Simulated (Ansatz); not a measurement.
Saddle point of CH7BO, singlet (CH₅B ([BH2][CH3]) + H₂O → BH₃O ([BH2][OH]) + CH₄; bonds formed: C2–H5; dative contacts that become bonds: B1–O6; bonds broken: B1–C2, H5–O6), PBE0-D4/def2-TZVP structure:

| atom | x (Å) | y (Å) | z (Å) |
| --- | --- | --- | --- |
| B1 | -0.3043 | -0.7569 | 0.1004 |
| C2 | 0.8700 | 0.4874 | -0.3603 |
| H3 | -0.4074 | -1.5092 | -0.8244 |
| H4 | 0.0292 | -1.1941 | 1.1677 |
| H5 | -0.4698 | 0.6408 | -0.0463 |
| O6 | -1.5863 | 0.1568 | 0.2161 |
| H7 | 0.8078 | 0.9348 | -1.3551 |
| H8 | 1.2168 | 1.2285 | 0.3659 |
| H9 | 1.6434 | -0.2826 | -0.4071 |
| H10 | -1.7993 | 0.2945 | 1.1430 |

Energies are electronic, without zero-point energy. Barriers and step energies count from the start structure reached by relaxing down the imaginary mode; all methods use the PBE0-D4 structures, on which another method's saddle can fall below an end. Ansatz 0.2.0; basis: def2-TZVPP, with def2-QZVPP for the basis limit; cores frozen in the correlated methods. B3LYP uses VWN-RPA correlation. Extrapolation: Hartree–Fock as exp(−7.88 √X), correlation as X^−2.97.

```csv
method,barrier (kJ/mol),step energy (kJ/mol)
SPW92,73.6,-63.4
PBE-D4,89.2,-93.7
BLYP-D4,104.2,-114.5
r2SCAN-D4,?,-98.2
B97M-V,117.5,-103.7
PBE0-D4,103.8,-92.7
B3LYP-D4,114.4,-111.8
r2SCAN0-D4,110.3,-96.5
BHLYP-D4,132.4,-112.7
CAM-B3LYP-D4,116.8,-107.6
wB97X-V,?,-101.6
wB97M-V,115.4,-99.8
B2PLYP,116.6,-111.5
PBE-QIDH,?,-94.4
RPA on PBE,118.9,-107.1
HF,168.0,-139.4
MP2,112.5,-100.4
CCSD,128.8,-106.1
CCSD(T),120.5,-102.4
```

(1) Fill in the withheld barriers. (To be estimated.)

No T1 diagnostic of these runs exceeds 0.012.

## Answers

(1) By the calculation: r2SCAN-D4 100.4; wB97X-V 115.2; PBE-QIDH 113.5 kJ/mol. Each is the energy of the saddle less that of the start structure, by the same method.

For comparison, the barrier by CCSD(T) at an estimated basis limit (MP2 extrapolated from triple and quadruple zeta, plus CCSD(T) − MP2 in triple zeta) is 119.0 kJ/mol.

The step is the kind of ligand exchange by which a precursor binds to a hydroxyl group, or is hydrolysed, in atomic layer deposition of oxides.

Labels in which every atom is bracketed show which atoms are joined, not bond orders.

For scale, one of the runs: CCSD(T)/def2-TZVPP, 191 basis functions (an equivalent command: `ansatz run in.yaml --threads 2`). The run took 23 s on 2 CPU threads (shared host), with 2.4 GiB of host memory at its peak.
